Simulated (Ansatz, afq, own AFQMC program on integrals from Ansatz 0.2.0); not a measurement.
Where AFQMC and coupled cluster stand for Ag⁺, singlet

A free Ag cation.

Basis def2-TZVPP with its core potentials. Only valence electrons are correlated. Ansatz 0.2.0 and our own AFQMC program on the same integrals; the CISD trial comes from CCSD amplitudes, and released means the phaseless constraint is let go. Uncertainties: one standard error, sampling alone. No spin–orbit coupling. The metal's outer-core s and p shells are frozen, which shifts wave-function levels against functionals.

Determinant: RHF, the one that the program's search chose, which needn't be the lowest solution.

No full CI on the walks' own integrals is used here; CCSDT(Q) serves as the reference and is uncertain by about the last step of the cluster series.

Cautions: no spin-orbit coupling; outer-core shells of the metal frozen.

The T1 diagnostic is 0.0015, the weight of the determinant in the CISD state is 0.944 and the size of the correlated space is 10 electrons in 52 orbitals.

```csv
level,correlation energy (eV)
MP2,-9.5330
CCSD,-8.8953
CCSD(T),-9.1691
```

Estimate where AFQMC with the constraint released lies against CCSD(T) on the same integrals.

0.9 ± 0.6 kJ/mol above CCSD(T). The gap is under twice the noise, so this walk alone can't tell the two apart.

Reference: CCSDT(Q), correlation energy -9.154 eV. The released energy is read at 4.20 1/Eh (meV from the phaseless value at times in 1/Eh: -6 ± 3 at 0.60, -7.7 ± 2.3 at 1.20, -10 ± 4 at 2.00, 1 ± 5 at 3.00, -7 ± 6 at 4.20).

```csv
level,E − E(reference) (kJ/mol),share of correlation (%)
CCSD(T),-1.4,100.16
CCSDT,0.2,99.98
ph-AFQMC/CISD,0.2 ± 0.2,99.98
released AFQMC,-0.5 ± 0.6,100.06
```

A walk keeps the symmetry of its determinant, which the program's search chose and which needn't be the lowest solution, so a lower state of the same spin and another symmetry isn't excluded. Released energies are given only where the last usable release times agree within the noise; a slower fall can still hide under it.
